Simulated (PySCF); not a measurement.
**Stretching NaS**

Set-up: basis Na aug-pcseg-1, S aug-pcseg-1; no relativity; PySCF 2.14. Energies in eV from Na + S in their ground configurations at the same level. All curves are PBE0. state 1: ²Π (doublet), unpaired electrons π ↑; state 2: ²Σ⁺ (doublet), unpaired electrons σ ↑, a second solution, started from another occupation; state 3: ⁴Σ⁻ (quartet), unpaired electrons σ ↑, π ↑↑, a second solution, started from another occupation.

| R (Å) | state 1 | state 2 | state 3 |
| --- | --- | --- | --- |
| 2.160 | -2.063 | -1.646 | 1.3082 |
| 2.261 | -2.336 | -1.827 | 0.8941 |
| 2.361 | -2.484 | -1.911 | 0.6042 |
| 2.437 | -2.536 | -1.930 | 0.4461 |
| 2.512 | -2.549 | -1.920 | 0.3254 |
| 2.587 | -2.534 | -1.889 | 0.2335 |
| 2.688 | -2.480 | -1.823 | 0.1446 |
| 2.813 | -2.375 | -1.715 | 0.0710 |
| 2.964 | -2.218 | -1.564 | 0.0182 |
| 3.165 | -1.984 | -1.346 | -0.0173 |

Problem. Put a parabola through the three lowest points of the state 1 curve and estimate Re, k and ωe (reduced mass 13.37 u; 1 eV/Å² = 0.16022 mdyn/Å; ωe = 1302.8·√(k/μ) cm⁻¹).

Solution. Through R = 2.437, 2.512, 2.587 Å the second-order coefficient is 2.49 eV/Å², so Re ≈ 2.509 Å, k ≈ 0.798 mdyn/Å and ωe ≈ 318 cm⁻¹. A polynomial fit of higher order to the unrounded PBE0 energies gives Re = 2.506 Å, k = 0.834 mdyn/Å, ωe = 325 cm⁻¹; anharmonicity and rounding make the difference.

The higher-order fit for each curve: state 1: Re = 2.506 Å, ωe = 325 cm⁻¹, De = 2.55 eV; state 2: Re = 2.445 Å, ωe = 313 cm⁻¹, minimum 1.93 eV below the ground-state fragments; state 3: Re = 3.623 Å, ωe = 44.5 cm⁻¹, minimum 0.036 eV below the ground-state fragments.

Counting both spins, an empty level lies below a filled one in some of these solutions, because spin and occupation are held. The state is the lowest determinant that a PBE0 search found; another state may lie lower at other levels.
